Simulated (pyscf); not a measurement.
Structures and frequencies: ωB97X-D3(BJ)/def2-SVP in PySCF.

Task: For the elementary gas-phase step H₃C–Te• + H₃C–CH₃ → H₃C–Te–CH₃ + CH₃• (doublet surface; C–C broken, C–Te formed), what barrier and reaction energy does ωB97M-D3(BJ)/def2-TZVP give, measured from the separated reactants?

Result: ΔE‡ = 56.9 kcal/mol, ΔE = +37.6 kcal/mol. Zero-point energy shifts the barrier by -1.6 kcal/mol. It is a substitution at C, with an imaginary mode of 985i cm⁻¹. One saddle was located; it need not be the lowest between these sides. The angle at the attacked C is 178°. Elements past Kr carry the def2 core potentials, without spin-orbit coupling.
